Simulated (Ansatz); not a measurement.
The input, for Ansatz 0.2.0:

```yaml
crystal:
  periodic: [false, false, false]
  atoms:
    - {symbol: As, position_ang: [0.000000, -0.036507, 0.000000]}
    - {symbol: H, position_ang: [0.000000, 1.356806, -1.410579]}
    - {symbol: H, position_ang: [0.000000, 1.356796, 1.410589]}
basis:
  gaussian: {orbitals: cc-pVDZ}
magnetization: {spin_polarized: false, initial_magnetization: 1}
correlation: {method: fic_mrcisd_q, electrons: valence}
accuracy: high
```

```sh
$ ansatz run in.yaml --threads 1 --pin off --events-out ev --progress --plain --max-ram 2393MiB
```

How does this run end?

Refused. The input was made wrong on purpose (method needs an active space), so the run isn't a sound calculation of what was asked.
```
Error: this correlation method needs an active space: name one as the reference
```
